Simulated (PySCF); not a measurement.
## Worked example: correlation energy of SiC, triplet

Geometry: a PBE0/def2-TZVP stationary point for this spin.

```csv
atom,x (Å),y (Å),z (Å)
Si,0.0000,0.0000,0.0000
C,0.0000,0.0000,1.7100
```

Basis 6-31G; PySCF 2.14.0. Only valence electrons are correlated (noble-gas cores frozen), which leaves 8 electrons in 16 orbitals. Prefix R: restricted or restricted open-shell reference.

Full CI is exact within this basis and frozen core; it isn't the basis-set limit.

Restricted and unrestricted runs freeze slightly different cores, so steps under 0.03 kcal/mol mean nothing.

```csv
level,total energy (hartree)
RHF,-326.546954
RMP2,-326.654879
RCCSD,-326.680580
RCCSD(T),-326.685857
RCCSDT,-326.686952
full CI,-326.688095
```

**Question.** What is the correlation energy at full CI, and what share of it do RMP2 and RCCSDT recover?

**Answer.** E(corr) = -326.688095 − (-326.546954) = -0.141141 hartree = -3.841 eV. RMP2: -0.107925 / -0.141141 = 76.47 %. RCCSDT: -0.139998 / -0.141141 = 99.19 %.

**Question.** By how many kcal/mol does RCCSD(T) miss full CI (1 hartree = 627.509 kcal/mol), and which steps make up the rest?

**Answer.** -326.685857 − (-326.688095) = 0.002238 hartree = 1.40 kcal/mol. Steps: RCCSDT − RCCSD(T) = -0.69, full CI − RCCSDT = -0.72 kcal/mol. With more than one leading determinant such errors change with state and geometry, and needn't cancel in differences.
